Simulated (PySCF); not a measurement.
Identify the unknown among the candidates.

All candidates are C3H4O3.

| technique | computed result |
| --- | --- |
| 13C NMR | chemical shifts (computed TMS as zero) by class: 158.1 (1 C), 70.7 (1 C), 45.7 (1 C) ppm [GIAO KT2/pcSseg-2] |
| XPS | C1s 292.9, C1s 294.3, C1s 295.2, O1s 538.5, O1s 539.2, O1s 540.2 eV [ΔSCF SCAN, pcX-2 on the ionised atom, pcseg-1 elsewhere, spin-free X2C] |
| Polarisability | 45.9 au [PBE0/def2-SVPD] |
| Dipole | 2.64 D [PBE0/def2-SVPD] |
| Rotational structure | rotational constants A, B, C: 11.933, 2.301, 2.146 GHz [PBE0-D3(BJ)/def2-SVP] |
| 1H NMR | chemical shifts (computed TMS as zero) by class: 8.20 (1 H), 6.15 (1 H), 2.74 (1 H), 2.57 (1 H) ppm [GIAO KT2/pcSseg-2] |
| UV, first state | lowest singlet excitation: 5.85 eV (212 nm, f = 0.002) [TDDFT PBE0/def2-SVPD] |
| Couplings | largest of the computed one-bond spin–spin couplings (means over like bonds): 13C–1H +239.0, 13C–1H +223.8, 13C–1H +186.8, 13C–1H +184.0, 17O–13C +40.3, 13C–13C +38.5, 17O–13C +31.6, 17O–13C +30.1 Hz [B3LYP/pcJ-1, spin–dipole term left out] |

Electronic properties: PySCF, gas phase, density fitting. Levels stand in brackets. Isolated species at its PBE0-D3(BJ)/def2-SVP geometry (one conformer only). NMR classes are plain means over equivalent atoms (diastereotopic ones count apart unless rotation or inversion swaps them), as if these changed places fast.

Task: Which candidate is it?
A. `O=C(O)[C@@H]1CO1`
B. `O=C1OCCO1`
C. `O=CO[C@H]1CO1`
D. `CC(=O)OC=O`

Result: C. It is `O=CO[C@H]1CO1`. Numbering: `[O:1]=[CH:2][O:3][C@H:4]1[CH2:5][O:6]1`. Its formula, C3H4O3, gives 2 degrees of unsaturation: 1 ring and 1 π bond in the structure found. 3 carbons fall into 3 classes; from least to most shielded: ester carbonyl carbon [C2] (158.1 ppm), sp3 carbon bearing two oxygens [C4] (70.7 ppm), ring sp3 carbon bound to oxygen [C5] (45.7 ppm). Hydrogen classes from least to most shielded: 1 H on an ester carbonyl carbon, C2 (8.20 ppm), 1 H on an sp3 carbon bearing two oxygens, C4 (6.15 ppm), 1 H on an sp3 carbon bound to oxygen, C5 (2.74 ppm), 1 H on an sp3 carbon bound to oxygen, C5 (2.57 ppm). The couplings run between: +239.0 Hz, ester carbonyl carbon [C2] and its hydrogen; +223.8 Hz, sp3 carbon bearing two oxygens [C4] and its hydrogen; +186.8 Hz, sp3 carbon bound to oxygen [C5] and its hydrogen; +184.0 Hz, sp3 carbon bound to oxygen [C5] and its hydrogen; +40.3 Hz, ester single-bonded oxygen [O3] and ester carbonyl carbon [C2]; +38.5 Hz, sp3 carbon bearing two oxygens [C4] and sp3 carbon bound to oxygen [C5]; +31.6 Hz, epoxide oxygen [O6] and sp3 carbon bearing two oxygens [C4]; +30.1 Hz, ester carbonyl oxygen [O1] and ester carbonyl carbon [C2]. The core levels belong to: C1s 292.9 eV, sp3 carbon bound to oxygen [C5]; C1s 294.3 eV, sp3 carbon bearing two oxygens [C4]; C1s 295.2 eV, ester carbonyl carbon [C2]; O1s 538.5 eV, ester carbonyl oxygen [O1]; O1s 539.2 eV, epoxide oxygen [O6]; O1s 540.2 eV, ester single-bonded oxygen [O3]. The optimised geometry has point group C1 and is an asymmetric top.

The others, at the same levels:
- `O=C(O)[C@@H]1CO1` fails: its computed lowest singlet excitation is 5.61 eV (221 nm, f = 0.000) (against 5.85 eV), rotational constant A is 8.035 GHz (against 11.933 GHz) and smallest rotational constant is 2.461 GHz (against 2.146 GHz).
- `O=C1OCCO1` fails: its computed core binding energies are C1s 293.5 (×2), C1s 296.2, O1s 538.0, O1s 540.1 (×2) eV, rotational constant A is 8.168 GHz (against 11.933 GHz) and smallest rotational constant is 2.746 GHz (against 2.146 GHz).
- `CC(=O)OC=O` fails: its computed core binding energies are C1s 291.9, C1s 295.5, C1s 295.5, O1s 538.5, O1s 538.8, O1s 540.2 eV, lowest singlet excitation is 5.06 eV (245 nm, f = 0.002) (against 5.85 eV) and rotational constant A is 8.273 GHz (against 11.933 GHz).

Each candidate is one conformer, not necessarily the lowest. Dipoles, sizes and rotational constants follow the conformer. The torsions of the flexible species, by atom-mapped SMILES:
- `[O:1]=[CH:2][O:3][C@H:4]1[CH2:5][O:6]1`: O1–C2–O3–C4 -2°, C2–O3–C4–C5 177°
- `[O:1]=[C:2]([OH:3])[C@@H:4]1[CH2:5][O:6]1`: O1–C2–C4–C5 -136°, H–O3–C2–O1 0°
- `[CH3:1][C:2](=[O:3])[O:4][CH:5]=[O:6]`: C1–C2–O4–C5 155°, C2–O4–C5–O6 -21°
